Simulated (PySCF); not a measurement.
Gas-phase reaction: 6 BHCl2 → B2H6 + 4 BCl3

Computed with PySCF and rigid-rotor harmonic-oscillator thermochemistry at 1 bar. † marks an energy on the PBE0/def2-TZVP geometry and frequencies; other levels use their own. All species are closed-shell singlets. The harmonic model lacks anharmonicity and excited electronic states, which grow with temperature; levels with a mode under 35 cm⁻¹ are left out.

```csv
level,"ΔE electronic, kJ","ΔH°(298 K), kJ","ΔS°(298 K), J/K","ΔG°(1800 K), kJ"
PBE/def2-TZVP†,-105,-96,-217,277
PBE0/def2-SVP†,-116,-107,-217,266
PBE0/def2-TZVP,-102,-93,-217,280
r2SCAN/def2-TZVP†,-107,-98,-217,275
ωB97X-V/def2-TZVP†,-90,-81,-217,292
```
ΔH° is lowest at PBE0/def2-SVP† and highest at ωB97X-V/def2-TZVP†. No reference value is set beside these.
